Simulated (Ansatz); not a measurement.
# A ladder of methods for SiNH4F (SMILES N[SiH2]F)

SiNH4F has 7 atoms, charge 0, and is taken as a singlet. As SMILES, `N[SiH2]F`. Geometry: optimised at PBE0/def2-SVP. This is one conformer, not always the lowest.

```xyz
7

N    -0.7635    0.3530   -0.6308
Si    0.5364   -0.1098    0.3752
F     0.5095   -1.6759    0.8327
H    -0.7926    0.0984   -1.6111
H    -1.6930    0.5090   -0.2587
H     0.4626    0.6841    1.6293
H     1.8018    0.0734   -0.3822
```

Each level gives the dissociation energy of the H7–Si2 bond into doublet H and doublet SiNH3F (shapes relaxed at PBE0/def2-SVP, no zero-point term) (eV). The values are calculated.

```json
{"level": "HF/def2-TZVP", "kind": "Hartree–Fock", "program": "Ansatz", "value (eV)": "3.53", "CPU time (all runs)": "2.5 s"}
{"level": "PBE/def2-TZVP", "kind": "GGA", "program": "Ansatz", "value (eV)": "4.06", "CPU time (all runs)": "5.2 s"}
{"level": "r2SCAN/def2-TZVP", "kind": "meta-GGA", "program": "Ansatz", "value (eV)": "4.15", "CPU time (all runs)": "11 s"}
{"level": "B3LYP/def2-TZVP", "kind": "global hybrid", "program": "Ansatz", "value (eV)": "4.27", "CPU time (all runs)": "6 s"}
{"level": "wB97M-V/def2-TZVP", "kind": "range-separated hybrid", "program": "Ansatz", "value (eV)": "4.40", "CPU time (all runs)": "22 s"}
```

The values span 3.53 to 4.40 eV. Hartree–Fock misses the correlation of the electron pair that is broken and comes out low. Measured bond enthalpies also hold zero-point and thermal terms, a few tenths of an eV less. CPU times are rough (shared hosts, several kinds of processor and program).
